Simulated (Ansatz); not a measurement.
# H₂OF (doublet): wave-function methods side by side at distance O1–H3 along a hydrogen transfer = 1.059 Å, cc-pVDZ

Aim: climb from Hartree-Fock through coupled cluster and multireference methods for H₂OF (doublet) at one geometry and basis, and see what each rung misses.

Computed with Ansatz 0.2.0, Gaussian basis. Level: cc-pVDZ, core rule «outside noble gas», up to 2 orbitals frozen.

The runs, in order: UHF; CCSD(T) on ROHF; CCSD(T) on UHF; BCCD(T) on ROHF; CISD; CCSDT(Q) on ROHF; CCSDT(Q) on UHF; CASSCF and MRCISD+Q, 3 electrons in 3 orbitals; CASSCF and NEVPT2, 3 electrons in 3 orbitals; CASSCF and MRCISD+Q, 15 electrons in 10 orbitals; CASSCF and NEVPT2, 15 electrons in 10 orbitals.

3 further runs of the same task are left out: 2 that didn't finish, 1 set aside as unsound or not needed.

**1. The system**

The geometry derives from fragments relaxed apart (PBE0/def2-TZVP) and kept rigid, so it is no stationary point. A hydrogen atom is moved between rigid fragments.

4 atoms, charge 0, spin multiplicity 2.

Atoms are counted from 1 here; the program's logs count them from 0.

Bond lengths: O1–H2 0.960 Å, O1–H3 1.059 Å, H3–F4 1.033 Å. Angles: H2–O1–H3 105.1°, O1–H3–F4 180.0°.

**2. UHF**

Contents of in.yaml:

```yaml
crystal:
  periodic: [false, false, false]
  atoms:
    - {symbol: O, position_ang: [-1.095832, -0.025232, 0.000000]}
    - {symbol: H, position_ang: [-1.345142, 0.901344, 0.000000]}
    - {symbol: H, position_ang: [-0.036832, -0.025232, 0.000000]}
    - {symbol: F, position_ang: [0.996168, -0.025232, 0.000000]}
basis:
  gaussian: {orbitals: cc-pVDZ}
magnetization: {spin_polarized: true, initial_magnetization: 1}
hamiltonian: {xc: hf}
output: {orbitals: {seedname: orbitals}}
```

Started as:

```sh
> ansatz run in.yaml --threads 1 --pin off --events-out ev --progress --plain --max-ram 2393MiB
```

After this run come: CCSD(T) on ROHF; CCSD(T) on UHF; BCCD(T) on ROHF; CISD; CCSDT(Q) on ROHF; CCSDT(Q) on UHF; CASSCF and MRCISD+Q, 3 electrons in 3 orbitals; CASSCF and NEVPT2, 3 electrons in 3 orbitals; CASSCF and MRCISD+Q, 15 electrons in 10 orbitals; CASSCF and NEVPT2, 15 electrons in 10 orbitals.

Q: Predict the results of all the runs planned. Wanted: UCCSDT(Q) below the RHF energy; RMP2 from UCCSDT(Q); UMP2 from UCCSDT(Q); RCCSD from UCCSDT(Q); RCCSD(T) from UCCSDT(Q); UCCSD(T) from UCCSDT(Q); RCCSDT(Q) from UCCSDT(Q); NEVPT2 pair from UCCSDT(Q); MRCISD+Q pair from UCCSDT(Q).

As calculated:

```
                         quantity                                                   value
   UCCSDT(Q) below the RHF energy                                             -10.7528 eV
              RMP2 from UCCSDT(Q)                                              +715.4 meV
              UMP2 from UCCSDT(Q)                                              +701.8 meV
             RCCSD from UCCSDT(Q)                                              +214.0 meV
          RCCSD(T) from UCCSDT(Q)                                               +40.4 meV
          UCCSD(T) from UCCSDT(Q)                                               +36.3 meV
         RCCSDT(Q) from UCCSDT(Q)                                                +1.1 meV
       NEVPT2 pair from UCCSDT(Q)                                              +850.1 meV
     MRCISD+Q pair from UCCSDT(Q)                                              +323.0 meV
    NEVPT2 valence from UCCSDT(Q)                                             +1584.4 meV
levels within 1 kcal/mol (43 meV)  RCCSD(T), UCCSD(T), BCCD(T), RCCSDT, UCCSDT, RCCSDT(Q)
                    T1 diagnostic                                                   0.037
   effectively unpaired electrons                                                    1.01
```

What this shows: RCCSD(T) lands +40.4 meV from the yardstick (0.4 % of the correlation energy). One determinant dominates. Of the multireference levels listed MRCISD+Q valence comes nearest in total energy (+302.2 meV), which doesn't show that its space is the better one. Coupled cluster took another determinant than the lowest Hartree-Fock one. These misses are within one basis, not against nature; the frozen cores of restricted and unrestricted runs differ, which can shift their rows.
